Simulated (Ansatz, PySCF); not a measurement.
chloroform cation (CHCl₃), SMILES ClC(Cl)Cl (connectivity only; charge and spin as stated), charge +1, multiplicity 2. Atoms are numbered in the order given.

```xyz
5

Cl    -1.4705     0.8487    -0.0336
C      0.0000     0.0000     0.2876
Cl     0.0000    -1.6982    -0.0317
Cl     1.4705     0.8487    -0.0336
H      0.0000     0.0007     1.4375
```
Charge +1, spin multiplicity 2.

The structure is a stationary point at PBE0-D3(BJ)/def2-SVP. The multiplicity is an assumed one; other spin states were not compared.

Two levels are set side by side: PBE-D3(BJ)/def2-SVP (Ansatz, a first-principles code) and PBE0-D3(BJ)/def2-SVP (PySCF). Each level has its own optimised geometry; the coordinates shown are those of the second. Frequencies come from the Hessian of PySCF at each geometry. Differences are taken from unrounded values.

```tsv
quantity	PBE0-D3(BJ)	PBE-D3(BJ)	PBE-D3(BJ) minus PBE0-D3(BJ)
mean bond length (Å)	1.583	1.601	0.017
bond Cl1–C2 (Å)	1.728	1.752	0.024
bond C2–Cl3 (Å)	1.728	1.752	0.024
bond C2–Cl4 (Å)	1.728	1.752	0.024
bond C2–H5 (Å)	1.150	1.149	-0.001
highest harmonic wavenumber (cm⁻¹)	2619	2639	20
mean harmonic wavenumber (cm⁻¹)	829	816	-14
zero-point energy (kcal/mol)	10.67	10.49	-0.18
```

GGA bonds tend to be longer and softer than those of functionals with exact exchange. Differences between two approximate levels are no errors against the true value.
